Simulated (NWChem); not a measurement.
All runs are NWChem calculations. System: acetylene (C2H2), charge 0, spin multiplicity 1, at a geometry optimised with B3LYP/def2-SVP. Level: MP2/def2-TZVP, 2 core orbitals frozen.

NWChem printed:

```
             Northwest Computational Chemistry Package (NWChem) 7.3.0
             --------------------------------------------------------

                                NWChem Input Module
                                -------------------

 Scaling coordinates for geometry "geometry" by  1.889725989
 (inverse scale =  0.529177249)

 Turning off AUTOSYM since
 SYMMETRY directive was detected!

                             Geometry "geometry" -> ""
                             -------------------------

 Output coordinates in angstroms (scale by  1.889725989 to convert to a.u.)

  No.       Tag          Charge          X              Y              Z
 ---- ---------------- ---------- -------------- -------------- --------------
    1 C                    6.0000     0.00000000     0.00000000    -0.60454100
    2 C                    6.0000     0.00000000     0.00000000     0.60454100
    3 H                    1.0000     0.00000000     0.00000000    -1.67885500
    4 H                    1.0000     0.00000000     0.00000000     1.67885500

 Effective nuclear repulsion energy (a.u.)      24.6055389374

            Nuclear Dipole moment (a.u.)
            ----------------------------
        X                 Y               Z
 ---------------- ---------------- ----------------
     0.0000000000     0.0000000000     0.0000000000

      Symmetry information
      --------------------

 Group name             D2h
 Group number             26
 Group order               8
 No. of unique centers     2

      Symmetry unique atoms

     1    3


 Summary of "ao basis" -> "" (spherical)
 ------------------------------------------------------------------------------
       Tag                 Description            Shells   Functions and Types
 ---------------- ------------------------------  ------  ---------------------
 *                         def2-tzvp                  on all atoms

 Summary of "ao basis" -> "ao basis" (spherical)
 ------------------------------------------------------------------------------
       Tag                 Description            Shells   Functions and Types
 ---------------- ------------------------------  ------  ---------------------
 C                         def2-tzvp                11       31   5s3p2d1f
 H                         def2-tzvp                 4        6   3s1p

                                 NWChem SCF Module
                                 -----------------
[...]
    Atom       Charge   Shell Charges
 -----------   ------   -------------------------------------------------------
    1 C    6     6.20   0.86  1.12  0.52  0.49  0.12  1.21  1.36  0.47  0.02  0.03  0.01
    2 C    6     6.20   0.86  1.12  0.52  0.49  0.12  1.21  1.36  0.47  0.02  0.03  0.01
    3 H    1     0.80   0.25  0.46  0.06  0.02
    4 H    1     0.80   0.25  0.46  0.06  0.02

       Multipole analysis of the density wrt the origin
       ------------------------------------------------

     L   x y z        total         open         nuclear
     -   - - -        -----         ----         -------
     0   0 0 0     -0.000000      0.000000     14.000000

     1   1 0 0      0.000000      0.000000      0.000000
     1   0 1 0      0.000000      0.000000      0.000000
     1   0 0 1     -0.000000      0.000000      0.000000

     2   2 0 0    -10.452625      0.000000      0.000000
     2   1 1 0     -0.000000      0.000000      0.000000
     2   1 0 1      0.000000      0.000000      0.000000
     2   0 2 0    -10.452625      0.000000      0.000000
     2   0 1 1     -0.000000      0.000000      0.000000
     2   0 0 2     -4.820209      0.000000     35.791871

                   NWChem MP2 Semi-direct Energy/Gradient Module
                   ---------------------------------------------

  Basis functions       =     74
  Molecular orbitals    =     74
  Frozen core           =      2
  Frozen virtuals       =      0
  Active alpha occupied =      5
  Active beta occupied  =      5
  Active alpha virtual  =     67
  Active beta virtual   =     67
  Use MO symmetry       = T
  Use skeleton AO sym   = T

  AO/Fock/Back tols     =   1.0D-09  1.0D-09  1.0D-09

 GA uses MA = F    GA memory limited = T

 Available:
  local mem=  1.15D+08
 global mem=  1.31D+08
 local disk=  0.00D+00
  mp2_memr nvloc                    67
  nvloc new                    67
   1 passes of   5:        5242880                      27914                   3167889.
   1 passes of   5: M    114684237           G      131061048           F     109441357.

 Semi-direct pass number   1 of   1  for RHF alpha+beta  at        0.7s
  vrange nnbf                  2773
  mp2_eaftype                    12  avail_ma_in_mb                   999
 EAF : mp2_eaftype filesize          12    1583944.
  mp2_eaf for mointskh                     12
Node 0 wrote      7.4 Mb in      0.0 s     Agg I/O rate:  1275.6 Mb/s
 Done moints_semi at        1.9s
  mp2_eaftype                    12  avail_ma_in_mb                   987
 EAF : mp2_eaftype filesize          12    1583944.
  mp2_eaf for kh                    12
 Done maket at        2.0s
 Done multipass loop at        2.0s

          -------------------------------------------
          SCF energy                 -76.850038205187
          Correlation energy          -0.305071316358
          Singlet pairs               -0.198207035883
          Triplet pairs               -0.106864280475
          Total MP2 energy           -77.155109521544
          -------------------------------------------

          ---------------------------------------------------
                    Spin Component Scaled (SCS) MP2
          Same spin pairs                     -0.071242853650
          Same spin scaling factor             0.333333333333
          Opposite spin pairs                 -0.233828462708
          Opposite spin scaling fact.          1.200000000000
          SCS-MP2 correlation energy          -0.304341773133
          Total SCS-MP2 energy               -77.154379978319
          ---------------------------------------------------

 -----------------------
 Performance information
 -----------------------

 Timer overhead =  2.28D-07 seconds/call

               Nr. of calls         CPU time (s)                 Wall time (s)                GFlops
             ---------------    -------------------     ------------------------------   -------------------
Name         Min   Avg   Max    Min     Avg     Max     Min     Avg     Max   Mx/calls   Min     Max     Sum
mp2: moin     1     1     1    1.2     1.2     1.2      1.2     1.2     1.2     1.2      0.0     0.0     0.0
mp2: make     1     1     1   5.02E-2 5.02E-2 5.02E-2  5.02E-2 5.02E-2 5.02E-2 5.02E-2   0.0     0.0     0.0
mp2: tota     1     1     1    1.3     1.3     1.3      1.3     1.3     1.3     1.3      0.0     0.0     0.0

 The average no. of pstat calls per process was 3.00D+00
 with a timing overhead of 6.85D-07s

 Task  times  cpu:        1.9s     wall:        1.9s

 Total times  cpu:        2.0s     wall:        2.0s
```

Problem. Write an NWChem input that would produce this output.

Solution. Several could match; the one computed here: 
```
start mol
memory heap 200 mb stack 800 mb global 1000 mb
geometry units angstroms nocenter noautoz
  C      0.000000     0.000000    -0.604541
  C      0.000000     0.000000     0.604541
  H      0.000000     0.000000    -1.678855
  H      0.000000     0.000000     1.678855
  symmetry group D2h
end
basis spherical
  * library def2-tzvp
end
scf
  rhf
  nopen 0
  maxiter 100
  thresh 1e-7
  semidirect memsize 60000000 filesize 0
end
mp2
  freeze core 2
end
task mp2 energy
```
